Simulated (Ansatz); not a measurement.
Geometry optimisation, RKS PBE-D4/STO-3G in Ansatz.

The input (input.yaml):

```yaml
crystal:
  periodic: [false, false, false]
  atoms:
    - { symbol: "N", position_ang: [-1.2345, 0.7284, -0.772] }
    - { symbol: B, position_ang: [0.1059, 0.6783, -0.1793] }
    - { symbol: Si, position_ang: [0.6004, -0.8982, 0.8039] }
    - { symbol: H, position_ang: [-1.2786, 0.0324, -1.5095] }
    - { symbol: H, position_ang: [-1.3395, 1.6786, -1.3066] }
    - { symbol: H, position_ang: [-1.51763, 0.79557, 0.22646] }
    - { symbol: H, position_ang: [0.5827, -2.0745, -0.0563] }
    - { symbol: H, position_ang: [2.0499, -0.7208, 1.2973] }
    - { symbol: H, position_ang: [-0.2703, -1.0624, 2.0029] }
basis:
  gaussian: { orbitals: STO-3G }
hamiltonian:
  xc: pbe
  dispersion: d4
relax:
  f_tol: 0.02
  max_steps: 50
```

Run as:

```bash
$ ansatz run input.yaml --threads 1 --pin off --max-ram 2048MiB --backend cpu --events-out ev --progress --plain --runs-dir out
```

**Question.** Where does it end, and by what steps?

**Answer.** The forces met the threshold. Limits of this set-up: minimal basis. After 20 steps the energy has fallen by 2.252 eV; B2 moved furthest, 0.86 Å.

```csv
step,energy less start (eV),largest force component (eV/Å),accepted
0,0.0000,3.136,yes
1,-1.4843,1.368,yes
2,-1.8842,1.177,yes
3,-1.9913,1.052,yes
4,-2.0934,1.086,yes
5,-2.1597,0.601,yes
6,-2.2093,0.718,yes
7,-2.2221,0.458,yes
8,-2.2397,0.249,yes
9,-2.2431,0.057,yes
10,-2.2425,0.081,no
11,-2.2440,0.022,yes
12,-2.2457,0.082,yes
13,-2.2469,0.078,yes
14,-2.2485,0.128,yes
15,-2.2493,0.102,yes
16,-2.2502,0.072,yes
17,-2.2509,0.086,yes
18,-2.2514,0.051,yes
19,-2.2516,0.023,yes
20,-2.2517,0.015,yes
```

```xyz
9
Properties=species:S:1:pos:R:3
N -1.095 0.751 -0.779
B 0.001 1.124 0.554
Si 0.625 -0.828 0.908
H -1.219 -0.182 -1.347
H -0.988 1.502 -1.527
H -2.065 0.948 -0.380
H 0.115 -1.853 -0.019
H 2.077 -0.989 0.865
H 0.248 -1.317 2.233
```

Run time: 23 s on 1 thread of Arm Neoverse V2, with other jobs on the host, peak memory 0.11 GiB.
